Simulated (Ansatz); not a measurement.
Geometry optimisation, Ansatz 0.2.0, RKS PBE0-D4/def2-TZVP.

Input file:

```yaml
crystal:
  periodic: [false, false, false]
  atoms:
    - { symbol: Si, position_ang: [0.032025, 0.007904, -0.008708] }
    - { symbol: F, position_ang: [0.658027, 1.457571, -0.020209] }
    - { symbol: F, position_ang: [1.151973, -1.008562, -0.462377] }
    - { symbol: H, position_ang: [-1.201566, -0.115027, -0.700503] }
    - { symbol: H, position_ang: [-0.640359, -0.341885, 1.191697] }
basis:
  gaussian: { orbitals: def2-TZVP }
hamiltonian:
  xc: pbe0
  dispersion: d4
relax:
  f_tol: 0.03
  max_steps: 50
output:
  orbitals: {}
```

Run as:

```bash
$ ansatz run input.yaml --threads 2 --pin off --max-ram 3072MiB --backend cpu --events-out ev --progress --plain --runs-dir out
```

Task: Where does it end, and by what steps?

Result: It converged. After 3 steps the energy has fallen by 0.497 eV; H4 moved furthest, 0.28 Å.

```csv
step,energy less start (eV),largest force component (eV/Å),accepted
0,0.0000,1.893,yes
1,-0.4516,0.435,yes
2,-0.4921,0.172,yes
3,-0.4966,0.024,yes
```

```xyz
5
Properties=species:S:1:pos:R:3
Si -0.050 -0.012 0.013
F 0.575 1.444 0.003
F 1.072 -1.036 -0.442
H -1.149 -0.056 -0.969
H -0.448 -0.340 1.395
```

Whether the end is a true minimum wasn't checked by a vibrational analysis.

Run time: 5.7 s on 2 threads of Arm Neoverse V1, with other jobs on the host, peak memory 0.16 GiB.
